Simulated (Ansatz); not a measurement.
# C₃H₄ClF: basis-set convergence

One table from this session's results is given with a row withheld; the runs are named, their logs left out.

The runs use Ansatz 0.2.0, Gaussian basis; one geometry, several basis sets.

Levels to be run: PBE0-D4/def2-SVP; ωB97M-V/def2-SVP; PBE0-D4/def2-QZVPP; ωB97M-V/def2-QZVPP; the functionals' def2-TZVPP values are taken from earlier runs.

## Structure used throughout

An earlier PBE0-D4 in a triple-zeta def2 set relaxation fixed the geometry.

SMILES `C=CC(F)Cl`, 9 atoms, charge 0, spin multiplicity 1.

Atoms are counted from 1 here; the program's logs count them from 0.

Bond lengths: C1–C2 1.323 Å, C1–H6 1.083 Å, C1–H7 1.083 Å, C2–C3 1.485 Å, C2–H8 1.085 Å, C3–F4 1.355 Å, C3–Cl5 1.791 Å, C3–H9 1.092 Å. Angles: C2–C1–H6 121.4°, C2–C1–H7 120.8°, H6–C1–H7 117.7°, C1–C2–C3 123.6°, C1–C2–H8 121.8°, C3–C2–H8 114.6°, C2–C3–F4 112.0°, C2–C3–Cl5 109.9°, C2–C3–H9 112.6°, F4–C3–Cl5 108.7°, F4–C3–H9 108.2°, Cl5–C3–H9 105.2°.

Set-up of the first run:

in.yaml

```yaml
crystal:
  periodic: [false, false, false]
  atoms:
    - {symbol: C, position_ang: [0.203481, 0.490855, 1.313837]}
    - {symbol: C, position_ang: [-0.484782, -0.025217, 0.309168]}
    - {symbol: C, position_ang: [0.129959, -0.455284, -0.972897]}
    - {symbol: F, position_ang: [1.471554, -0.261972, -0.983433]}
    - {symbol: Cl, position_ang: [-0.593005, 0.460345, -2.332146]}
    - {symbol: H, position_ang: [1.274817, 0.635975, 1.248861]}
    - {symbol: H, position_ang: [-0.290237, 0.785109, 2.231497]}
    - {symbol: H, position_ang: [-1.558504, -0.169995, 0.367110]}
    - {symbol: H, position_ang: [-0.064783, -1.505915, -1.199198]}
basis:
  gaussian: {orbitals: def2-SVP}
hamiltonian: {xc: pbe0, dispersion: d4}
output: {orbitals: {seedname: orbitals}}
```

Started as:

```sh
$ ansatz run in.yaml --threads 2 --pin off --events-out ev --progress --plain --max-ram 4352MiB
```

Among the steps run: PBE0-D4 in def2-SVP; ωB97M-V in def2-SVP; PBE0-D4 in def2-QZVPP; ωB97M-V in def2-QZVPP.

One table of the session follows, with a row left open; its other results are not shown here.

| functional | basis | HOMO (eV) |
| --- | --- | --- |
| PBE0-D4 | def2-SVP | -8.12 |
| PBE0-D4 | def2-TZVPP | -8.20 |
| PBE0-D4 | def2-QZVPP | -8.23 |
| ωB97M-V | def2-SVP | -10.35 |
| ωB97M-V | def2-TZVPP | -10.44 |
| ωB97M-V | def2-QZVPP | ? |

**Question.** Estimate the row for ωB97M-V, def2-QZVPP.

The run gave: HOMO (eV): -10.47. In the column «HOMO (eV)» it is the lowest.
